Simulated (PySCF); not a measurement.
**CF₃ → CF + F₂**

Level: B3LYP in the def2-TZVP basis family, all electrons, no relativity, computed in PySCF with density fitting; open shells unrestricted.

```
species                                state and structure      E (Eh)  ZPE (kJ/mol)  H(298 K) − H(0) (kJ/mol)  S° (J/(mol K))
    CF₃  doublet, C3v, C–F 1.321 Å (×3); F–C–F 111.4° (×3)  -337.71668          31.5                      11.5           264.8
     CF                          doublet, C∞v, C–F 1.275 Å  -137.84273           7.8                       8.7           207.4
     F₂                          singlet, D∞h, F–F 1.396 Å  -199.59957           6.3                       8.8           202.2
```

(1) What is the electronic reaction energy?

(2) Add zero-point, thermal and entropy terms for 298.15 K and 1 bar.

Results:

(1) At B3LYP/def2-TZVP, ΔE = 720.4 kJ/mol from the differences of the total energies times 2625.5, uphill. 

(2) ΔZPE = -17.4 and Δ[H(298) − H(0)] = 6.0 kJ/mol give ΔH° = 709.0 kJ/mol. ΔS° = 144.8 J/(mol K), so ΔG° = 709.0 − 298.15 × (0.1448) = 666 kJ/mol.

The entropy of CF lacks the orbital degeneracy of a ²Π state, up to R ln 2. The structures come from searches over a few start shapes, so lower isomers are not excluded.
